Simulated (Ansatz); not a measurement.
**Molecular dynamics of CH₅Al**

Input:

```yaml
crystal:
  periodic: [false, false, false]
  atoms:
    - { symbol: Al, position_ang: [0.373391, -0.048585, -0.477012] }
    - { symbol: C, position_ang: [1.194052, -0.02731, 1.626296] }
    - { symbol: H, position_ang: [0.473509, -0.656763, 2.157254] }
    - { symbol: H, position_ang: [2.201515, -0.332107, 1.906072] }
    - { symbol: H, position_ang: [1.056927, 1.023824, 1.900005] }
    - { symbol: H, position_ang: [1.776395, -0.449557, 0.112253] }
    - { symbol: H, position_ang: [-1.055989, 0.490499, -0.108867] }
basis:
  gaussian: { orbitals: def2-SVP }
hamiltonian:
  xc: hf
md:
  timestep: 0.5
  n_steps: 200
  ensemble: nve
  temperature: 100.0
  initial_velocities: maxwell_boltzmann
  seed: 2653
```

Run as:

```bash
$ ansatz run input.yaml --threads 1 --pin off --max-ram 2048MiB --backend cpu --events-out ev --progress --plain --runs-dir out
```

It starts at the highest image of a converged band. Of that band: Neighbouring images differ by up to 3.1 eV, so the band resolves the path poorly. A vibrational analysis at the climbing image gives one clearly imaginary mode, 1774i cm⁻¹: a first-order saddle point.

Output, in part (one step line in 3, the closing report, with atoms numbered from 0):

```
md step     0: t =     0.00 fs  T =   100.0 K  F+E_penalty+E_count = -7685.25775485 eV  E_kin = 0.064630 eV  conserved = -7685.19312485 eV  (28 SCF iters)
md step     3: t =     1.50 fs  T =    77.3 K  F+E_penalty+E_count = -7685.24275173 eV  E_kin = 0.049959 eV  conserved = -7685.19279239 eV  (23 SCF iters)
md step     6: t =     3.00 fs  T =    66.4 K  F+E_penalty+E_count = -7685.23536543 eV  E_kin = 0.042905 eV  conserved = -7685.19246089 eV  (23 SCF iters)
md step     9: t =     4.50 fs  T =   134.3 K  F+E_penalty+E_count = -7685.27919783 eV  E_kin = 0.086783 eV  conserved = -7685.19241533 eV  (23 SCF iters)
md step    12: t =     6.00 fs  T =   309.5 K  F+E_penalty+E_count = -7685.39183377 eV  E_kin = 0.200036 eV  conserved = -7685.19179747 eV  (23 SCF iters)
md step    15: t =     7.50 fs  T =   744.0 K  F+E_penalty+E_count = -7685.67114742 eV  E_kin = 0.480826 eV  conserved = -7685.19032099 eV  (24 SCF iters)
md step    18: t =     9.00 fs  T =  1700.2 K  F+E_penalty+E_count = -7686.29270286 eV  E_kin = 1.098811 eV  conserved = -7685.19389222 eV  (23 SCF iters)
md step    21: t =    10.50 fs  T =  2283.7 K  F+E_penalty+E_count = -7686.69260779 eV  E_kin = 1.475971 eV  conserved = -7685.21663672 eV  (22 SCF iters)
md step    24: t =    12.00 fs  T =   826.5 K  F+E_penalty+E_count = -7685.70423167 eV  E_kin = 0.534160 eV  conserved = -7685.17007144 eV  (22 SCF iters)
md step    27: t =    13.50 fs  T =  2699.7 K  F+E_penalty+E_count = -7686.96296932 eV  E_kin = 1.744785 eV  conserved = -7685.21818478 eV  (22 SCF iters)
md step    30: t =    15.00 fs  T =  2743.7 K  F+E_penalty+E_count = -7686.97049793 eV  E_kin = 1.773254 eV  conserved = -7685.19724369 eV  (22 SCF iters)
md step    33: t =    16.50 fs  T =  1910.2 K  F+E_penalty+E_count = -7686.42645918 eV  E_kin = 1.234538 eV  conserved = -7685.19192136 eV  (23 SCF iters)
md step    36: t =    18.00 fs  T =  1538.7 K  F+E_penalty+E_count = -7686.18524827 eV  E_kin = 0.994487 eV  conserved = -7685.19076161 eV  (23 SCF iters)
md step    39: t =    19.50 fs  T =  1911.2 K  F+E_penalty+E_count = -7686.42600914 eV  E_kin = 1.235239 eV  conserved = -7685.19077008 eV  (22 SCF iters)
md step    42: t =    21.00 fs  T =  2991.5 K  F+E_penalty+E_count = -7687.12848699 eV  E_kin = 1.933376 eV  conserved = -7685.19511054 eV  (21 SCF iters)
md step    45: t =    22.50 fs  T =  3698.3 K  F+E_penalty+E_count = -7687.60452455 eV  E_kin = 2.390198 eV  conserved = -7685.21432617 eV  (21 SCF iters)
md step    48: t =    24.00 fs  T =  2312.5 K  F+E_penalty+E_count = -7686.66859758 eV  E_kin = 1.494561 eV  conserved = -7685.17403672 eV  (22 SCF iters)
md step    51: t =    25.50 fs  T =  3675.9 K  F+E_penalty+E_count = -7687.59157797 eV  E_kin = 2.375722 eV  conserved = -7685.21585602 eV  (22 SCF iters)
md step    54: t =    27.00 fs  T =  3532.0 K  F+E_penalty+E_count = -7687.48065891 eV  E_kin = 2.282740 eV  conserved = -7685.19791874 eV  (22 SCF iters)
md step    57: t =    28.50 fs  T =  2517.3 K  F+E_penalty+E_count = -7686.81769963 eV  E_kin = 1.626939 eV  conserved = -7685.19076082 eV  (22 SCF iters)
md step    60: t =    30.00 fs  T =  2255.5 K  F+E_penalty+E_count = -7686.64813573 eV  E_kin = 1.457709 eV  conserved = -7685.19042658 eV  (22 SCF iters)
md step    63: t =    31.50 fs  T =  2919.9 K  F+E_penalty+E_count = -7687.07865549 eV  E_kin = 1.887146 eV  conserved = -7685.19150918 eV  (22 SCF iters)
md step    66: t =    33.00 fs  T =  4139.9 K  F+E_penalty+E_count = -7687.87774164 eV  E_kin = 2.675589 eV  conserved = -7685.20215241 eV  (21 SCF iters)
md step    69: t =    34.50 fs  T =  3808.3 K  F+E_penalty+E_count = -7687.67359152 eV  E_kin = 2.461283 eV  conserved = -7685.21230859 eV  (21 SCF iters)
md step    72: t =    36.00 fs  T =  3103.6 K  F+E_penalty+E_count = -7687.19246399 eV  E_kin = 2.005848 eV  conserved = -7685.18661615 eV  (21 SCF iters)
md step    75: t =    37.50 fs  T =  4517.4 K  F+E_penalty+E_count = -7688.13036390 eV  E_kin = 2.919599 eV  conserved = -7685.21076461 eV  (21 SCF iters)
md step    78: t =    39.00 fs  T =  3681.8 K  F+E_penalty+E_count = -7687.57312922 eV  E_kin = 2.379569 eV  conserved = -7685.19356050 eV  (21 SCF iters)
md step    81: t =    40.50 fs  T =  2874.2 K  F+E_penalty+E_count = -7687.04911113 eV  E_kin = 1.857571 eV  conserved = -7685.19154017 eV  (21 SCF iters)
md step    84: t =    42.00 fs  T =  2784.3 K  F+E_penalty+E_count = -7686.98974223 eV  E_kin = 1.799504 eV  conserved = -7685.19023868 eV  (22 SCF iters)
md step    87: t =    43.50 fs  T =  3620.3 K  F+E_penalty+E_count = -7687.53251816 eV  E_kin = 2.339825 eV  conserved = -7685.19269337 eV  (21 SCF iters)
md step    90: t =    45.00 fs  T =  4681.9 K  F+E_penalty+E_count = -7688.23558343 eV  E_kin = 3.025898 eV  conserved = -7685.20968495 eV  (21 SCF iters)
md step    93: t =    46.50 fs  T =  3557.7 K  F+E_penalty+E_count = -7687.48932688 eV  E_kin = 2.299311 eV  conserved = -7685.19001598 eV  (23 SCF iters)
md step    96: t =    48.00 fs  T =  3979.5 K  F+E_penalty+E_count = -7687.77958340 eV  E_kin = 2.571976 eV  conserved = -7685.20760703 eV  (22 SCF iters)
md step    99: t =    49.50 fs  T =  4424.2 K  F+E_penalty+E_count = -7688.06109481 eV  E_kin = 2.859388 eV  conserved = -7685.20170661 eV  (20 SCF iters)
md step   102: t =    51.00 fs  T =  3490.5 K  F+E_penalty+E_count = -7687.44921741 eV  E_kin = 2.255918 eV  conserved = -7685.19329902 eV  (21 SCF iters)
md step   105: t =    52.50 fs  T =  2856.5 K  F+E_penalty+E_count = -7687.03636924 eV  E_kin = 1.846163 eV  conserved = -7685.19020602 eV  (23 SCF iters)
md step   108: t =    54.00 fs  T =  3189.5 K  F+E_penalty+E_count = -7687.25165912 eV  E_kin = 2.061350 eV  conserved = -7685.19030909 eV  (21 SCF iters)
md step   111: t =    55.50 fs  T =  4371.1 K  F+E_penalty+E_count = -7688.02454238 eV  E_kin = 2.825030 eV  conserved = -7685.19951244 eV  (21 SCF iters)
md step   114: t =    57.00 fs  T =  4444.3 K  F+E_penalty+E_count = -7688.08789427 eV  E_kin = 2.872375 eV  conserved = -7685.21551907 eV  (20 SCF iters)
md step   117: t =    58.50 fs  T =  3103.0 K  F+E_penalty+E_count = -7687.18269113 eV  E_kin = 2.005442 eV  conserved = -7685.17724880 eV  (20 SCF iters)
md step   120: t =    60.00 fs  T =  4495.7 K  F+E_penalty+E_count = -7688.11722013 eV  E_kin = 2.905592 eV  conserved = -7685.21162802 eV  (20 SCF iters)
md step   123: t =    61.50 fs  T =  4076.6 K  F+E_penalty+E_count = -7687.83222996 eV  E_kin = 2.634714 eV  conserved = -7685.19751645 eV  (21 SCF iters)
md step   126: t =    63.00 fs  T =  3044.3 K  F+E_penalty+E_count = -7687.15857698 eV  E_kin = 1.967546 eV  conserved = -7685.19103077 eV  (20 SCF iters)
md step   129: t =    64.50 fs  T =  2790.2 K  F+E_penalty+E_count = -7686.99252145 eV  E_kin = 1.803284 eV  conserved = -7685.18923773 eV  (22 SCF iters)
md step   132: t =    66.00 fs  T =  3690.2 K  F+E_penalty+E_count = -7687.57817242 eV  E_kin = 2.384985 eV  conserved = -7685.19318791 eV  (20 SCF iters)
md step   135: t =    67.50 fs  T =  4771.3 K  F+E_penalty+E_count = -7688.29328559 eV  E_kin = 3.083688 eV  conserved = -7685.20959738 eV  (20 SCF iters)
md step   138: t =    69.00 fs  T =  3597.2 K  F+E_penalty+E_count = -7687.51718675 eV  E_kin = 2.324894 eV  conserved = -7685.19229278 eV  (23 SCF iters)
md step   141: t =    70.50 fs  T =  3838.0 K  F+E_penalty+E_count = -7687.68299430 eV  E_kin = 2.480476 eV  conserved = -7685.20251802 eV  (21 SCF iters)
md step   144: t =    72.00 fs  T =  4593.4 K  F+E_penalty+E_count = -7688.17381236 eV  E_kin = 2.968682 eV  conserved = -7685.20512989 eV  (20 SCF iters)
md step   147: t =    73.50 fs  T =  3541.7 K  F+E_penalty+E_count = -7687.48201120 eV  E_kin = 2.289016 eV  conserved = -7685.19299485 eV  (21 SCF iters)
md step   150: t =    75.00 fs  T =  2778.9 K  F+E_penalty+E_count = -7686.98528349 eV  E_kin = 1.796017 eV  conserved = -7685.18926614 eV  (22 SCF iters)
md step   153: t =    76.50 fs  T =  3169.5 K  F+E_penalty+E_count = -7687.23895690 eV  E_kin = 2.048416 eV  conserved = -7685.19054131 eV  (21 SCF iters)
md step   156: t =    78.00 fs  T =  4383.9 K  F+E_penalty+E_count = -7688.03300617 eV  E_kin = 2.833294 eV  conserved = -7685.19971204 eV  (21 SCF iters)
md step   159: t =    79.50 fs  T =  4498.1 K  F+E_penalty+E_count = -7688.12150737 eV  E_kin = 2.907138 eV  conserved = -7685.21436985 eV  (20 SCF iters)
md step   162: t =    81.00 fs  T =  3042.6 K  F+E_penalty+E_count = -7687.14057185 eV  E_kin = 1.966463 eV  conserved = -7685.17410855 eV  (20 SCF iters)
md step   165: t =    82.50 fs  T =  4533.2 K  F+E_penalty+E_count = -7688.14431158 eV  E_kin = 2.929798 eV  conserved = -7685.21451387 eV  (20 SCF iters)
md step   168: t =    84.00 fs  T =  4108.7 K  F+E_penalty+E_count = -7687.85286721 eV  E_kin = 2.655434 eV  conserved = -7685.19743283 eV  (21 SCF iters)
md step   171: t =    85.50 fs  T =  3007.0 K  F+E_penalty+E_count = -7687.13352304 eV  E_kin = 1.943425 eV  conserved = -7685.19009836 eV  (20 SCF iters)
md step   174: t =    87.00 fs  T =  2870.7 K  F+E_penalty+E_count = -7687.04496674 eV  E_kin = 1.855359 eV  conserved = -7685.18960818 eV  (21 SCF iters)
md step   177: t =    88.50 fs  T =  3823.8 K  F+E_penalty+E_count = -7687.66591921 eV  E_kin = 2.471298 eV  conserved = -7685.19462153 eV  (21 SCF iters)
md step   180: t =    90.00 fs  T =  4729.2 K  F+E_penalty+E_count = -7688.26509949 eV  E_kin = 3.056490 eV  conserved = -7685.20860984 eV  (20 SCF iters)
md step   183: t =    91.50 fs  T =  3534.9 K  F+E_penalty+E_count = -7687.47661011 eV  E_kin = 2.284635 eV  conserved = -7685.19197540 eV  (21 SCF iters)
md step   186: t =    93.00 fs  T =  3868.5 K  F+E_penalty+E_count = -7687.70378538 eV  E_kin = 2.500242 eV  conserved = -7685.20354295 eV  (21 SCF iters)
md step   189: t =    94.50 fs  T =  4546.4 K  F+E_penalty+E_count = -7688.14298995 eV  E_kin = 2.938347 eV  conserved = -7685.20464316 eV  (20 SCF iters)
md step   192: t =    96.00 fs  T =  3457.9 K  F+E_penalty+E_count = -7687.42698704 eV  E_kin = 2.234860 eV  conserved = -7685.19212711 eV  (21 SCF iters)
md step   195: t =    97.50 fs  T =  2803.9 K  F+E_penalty+E_count = -7687.00178070 eV  E_kin = 1.812171 eV  conserved = -7685.18961016 eV  (22 SCF iters)
md step   198: t =    99.00 fs  T =  3212.6 K  F+E_penalty+E_count = -7687.26800637 eV  E_kin = 2.076284 eV  conserved = -7685.19172205 eV  (22 SCF iters)
md step   200: t =   100.00 fs  T =  3892.1 K  F+E_penalty+E_count = -7687.71047477 eV  E_kin = 2.515465 eV  conserved = -7685.19501000 eV  (23 SCF iters)
Total energy: -7687.71047477 eV, -282.5181490306 hartree
Atom 0 at    -0.412468     0.012908    -1.826984 Å, force    -0.562663     0.216485    -0.194900 eV/Å
Atom 1 at     2.621261    -0.163247     3.987635 Å, force     0.067379     0.586573     4.592362 eV/Å
Atom 2 at     2.964468    -1.186611     3.748582 Å, force    -0.220358     0.694393     0.063819 eV/Å
Atom 3 at     1.709178     0.119008     3.496579 Å, force    -0.421677    -0.106296    -0.477894 eV/Å
Atom 4 at     3.394340     0.616927     3.810474 Å, force    -0.433508    -0.785560     0.011065 eV/Å
Atom 5 at     2.344459    -0.096343     5.265186 Å, force     1.008571    -0.389218    -4.189342 eV/Å
Atom 6 at    -1.930836     0.596698    -2.355822 Å, force     0.562256    -0.216377     0.194890 eV/Å
Dipole moment:     0.001685     0.003739    -0.046417 e Å
```

All steps were run. The conserved energy stayed within 3.6 meV per atom of its start (net change -0.27 meV per atom), so there is no drift, though single steps change it by up to 27 meV in the whole system, a sign of fast motions only just resolved. The system heated up, since it started high on the potential surface and ran downhill. A run of 0.1 ps of so small a system gives no equilibrium averages. The orbitals stay closed-shell, which can raise the energy where a bond breaks towards radicals; this wasn't checked here.

The step under study would form C2–H6 and break Al1–C2, Al1–H6. These pairs go: C2–H6 1.68 → 1.31 Å, Al1–C2 2.26 → 6.56 Å, Al1–H6 1.57 → 7.61 Å. In the last frame they stand as after the step (other bonds may differ from the relaxed reactants and products). These pairs come and go: their bonding changes 19 times, last at 100 of 100 fs, so the outcome isn't settled. It ends as AlH + CH4. Pairs count as bonded within 1.25 times the sum of covalent radii (0.12 Å more for H–H).

Last frame:

```xyz
7
Properties=species:S:1:pos:R:3
Al -0.412 0.013 -1.827
C 2.621 -0.163 3.988
H 2.965 -1.187 3.749
H 1.709 0.119 3.497
H 3.394 0.617 3.811
H 2.345 -0.096 5.265
H -1.931 0.597 -2.356
```

Run time: 71 s on 1 thread of Arm Neoverse V1, on a shared host, peak memory 0.09 GiB.
